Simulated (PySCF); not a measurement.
# Gas-phase XPS of `F[BH2-][PH3+]`, computed

Species: BFH₅P.
Z-matrix (Å and degrees, PBE0-D3(BJ)/def2-SVP geometry), rows numbered from 1:
```
F 
B   1  1.3726
P   2  2.0595  1  109.82
H   2  1.2273  1  116.59  3   109.25
H   2  1.2270  1  116.54  3  -109.38
H   3  1.4191  2  121.88  1   -63.61
H   3  1.4191  2  121.74  1    63.60
H   3  1.4151  2  110.34  1   179.96
```

The calculation used delta-SCF UKS SCAN, pcX-2 on the ionised atom, pcseg-1 elsewhere, spin-free X2C (PySCF). Each binding energy is the total energy of the core-ionised species, with the hole localised on one atom, minus that of the ground state; both are solved self-consistently, so orbital relaxation is included.

Problem. List the computed XPS lines with their assignment.

Solution. 
| atom(s) | environment | level | binding energy (eV) | 2p1/2 (eV) | count |
| --- | --- | --- | --- | --- | --- |
| P3 | phosphorus bonded to B and 3 H | P 1s | 2151.95 | – | 1 |
| F1 | boron-bound fluorine | F 1s | 691.35 | – | 1 |
| B2 | four-coordinate boron | B 1s | 195.99 | – | 1 |
| P3 | phosphorus bonded to B and 3 H | P 2p3/2 | 138.37 | 139.26 | 1 |

Problem. Which photon energy gives electrons from P 1s of P3 a kinetic energy of 100 eV, and what is their de Broglie wavelength?

Solution. hν = 2151.95 + 100 = 2251.95 eV, recoil neglected; λ = 12.264 Å/√(E/eV) = 1.23 Å.

Problem. Give the binding energy of P 1s of P3 in hartree and in kJ/mol.

Solution. 2151.95 eV = 79.0827 Eh = 207632 kJ/mol.

2p3/2 and 2p1/2 are the ΔSCF energy of one spin-free 2p hole plus the eigenvalues of a spin–orbit and ligand-field matrix of the shell. 2p1/2 minus 2p3/2 (ligand field included): P 0.89 eV. Geometry: PBE0-D3(BJ)/def2-SVP; no solvent, vibrations or thermal averaging.
